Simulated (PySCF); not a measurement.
Compound: C₄H₆NO (doublet state).
Z-matrix (Å and degrees, GFN2-xTB geometry), rows numbered from 1:
```
C 
C   1  1.5101
C   2  1.2881  1  126.05
C   3  1.4097  2  159.55  1   -14.79
N   4  1.3745  3  114.87  2   114.20
O   4  1.2254  3  123.04  2   -68.22
H   1  1.0858  2  110.74  3     2.20
H   1  1.0888  2  109.64  3  -118.82
H   1  1.0881  2  109.14  3   122.43
H   2  1.0872  1  113.84  3   178.91
H   5  1.0059  4  117.42  3  -173.52
H   5  1.0040  4  121.03  3   -13.22
```

The hyperfine couplings belong to this conformer and change with its torsions.

As a line formula: `NC(/[C]=C\C)=O` [radical].

Theory: PySCF 2.14.0, UKS B3LYP, pcH-1 on C H N O, non-relativistic, mean-field spin-orbit, GIAO. Geometry: GFN2-xTB, one conformer, isolated molecule. The geometry wasn't refined by DFT: couplings that depend on bond lengths, twists or pyramidal angles can differ widely from those at the functional's own minimum. The frame is twisted about the C3–C4 bond at this geometry (dihedral C2–C3–C4–O6 = -68°); couplings at other torsion angles weren't computed. The SCF solution wasn't tested for stability.

Task: Break the g tensor into its mass correction, gauge correction and orbital-Zeeman/spin–orbit terms.

Result: 
| Δg (ppm) | 1 | 2 | 3 |
| --- | --- | --- | --- |
| relativistic mass correction | -182 | -182 | -182 |
| gauge correction | -2 | 48 | 32 |
| orbital Zeeman/spin–orbit | -108 | 951 | 2156 |
| total | -291 | 818 | 2006 |

So g = 2.00203, 2.00314, 2.00433 and g_iso = 2.00316; the tensor is rhombic: the two nearest values differ by 48 % of g3 − g1. Axes: g1 points within 8° of the C1–C2 bond and g3 points within 12° of the C4–O6 bond.

Task: What are the electron Larmor frequencies g μB B/h along the three axes at 350 mT?

Result: 9.8073, 9.8127, 9.8186 GHz for g1, g2 and g3, a range of 11.3 MHz.

Task: How much does each term add to the isotropic shift?

Result: The orbital-Zeeman/spin–orbit term 1000, the mass correction -182 and the gauge correction 26 ppm, for a total of 844 ppm. The orbital-Zeeman/spin–orbit term is the largest in size. The mass correction is the same along every axis, so the anisotropy comes from the other two: their spans along these axes are 51 (gauge) and 2263 ppm (orbital Zeeman/spin–orbit).

Task: In a frozen sample, at which fields do the three g values resonate at 9.5, 34, 94 and 263 GHz (hyperfine left aside), and which band first spreads them over more than twice a line width of 1.0 mT?

Result: 
```
band    GHz  B(g3) mT  B(g2) mT  B(g1) mT  spread mT
   X    9.5    338.64    338.85    339.03       0.39
   Q   34.0   1211.99   1212.71   1213.38       1.39
   W   94.0   3350.80   3352.78   3354.64       3.85
   J  263.0   9375.10   9380.66   9385.86      10.76
```

The spread grows in proportion to the frequency. W band is the first where it exceeds 2.0 mT.

The largest Mulliken spin populations are on C3 (+0.88), O6 (+0.17), C2 (-0.15) and C1 (+0.07).

The HOMO–LUMO gaps are 6.11 eV among the α and 4.09 eV among the β orbitals.

The run took 27 s wall (grids of density and orbitals included) on one thread of an Arm Neoverse V2, shared host with 96 logical CPUs at a one-minute load of 32, and the process peaked at 0.80 GiB of memory.
